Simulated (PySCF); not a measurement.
# How methods differ on the ionisation energy of Si

Si [Ne] 3s2 3p2 (3P) → Si⁺ [Ne] 3s2 3p1 (2P), as a difference of total energies. All numbers are calculated (PySCF 2.14, the non-relativistic Hamiltonian (point nucleus), in aug-cc-pwCVTZ (8s7p5d3f, 75 functions)). Correlated levels: valence: [Ne] frozen. The calculations carry no spin-orbit coupling.

| method | ionisation energy (eV) | error (eV) |
| --- | --- | --- |
| UHF | 7.638 | -0.519 |
| MP2 (valence) | 8.051 | -0.106 |
| SCS-MP2 (valence) | 7.963 | -0.194 |
| CCSD (valence) | 8.077 | -0.080 |
| CCSD(T) (valence) | 8.119 | -0.038 |

Reference: 8.157 eV (measured; NIST levels, between the centres of gravity of the two terms).

Errors of the correlated levels include the incompleteness of this basis and the frozen core.
